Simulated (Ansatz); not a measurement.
Results of PBEsol+SOC in Ansatz (plane waves, PAW) for fluorite CeO2.

Settings: plane-wave cutoff 520 eV, 12×12×12 k mesh, Fermi–Dirac smearing 0.01 eV, PAW data made under PBE.

Computed at the level's own relaxed cell.

Task: Give the computed smallest direct gap on the k points sampled, direct gap at Γ, pressure derivative B′ of the bulk modulus and equilibrium volume per atom.

Result: 
- smallest direct gap on the k points sampled: 2.01 eV
- direct gap at Γ: 2.85 eV
- pressure derivative B′ of the bulk modulus: 4.4
- equilibrium volume per atom: 13.10 Å³/atom

Measured, for comparison: equilibrium volume per atom 13.06 Å³/atom (0 K, extrapolated to 0 K; as tabulated in Stimac et al. (2024), arXiv:2411.06536). Computed (rounded) less measured: equilibrium volume per atom +0.3 %.

Static lattice: no zero-point or thermal effects.

It cost around 2.9 core-minutes (rough) of CPU time.

Ansatz is a quantum-chemistry and plane-wave program.
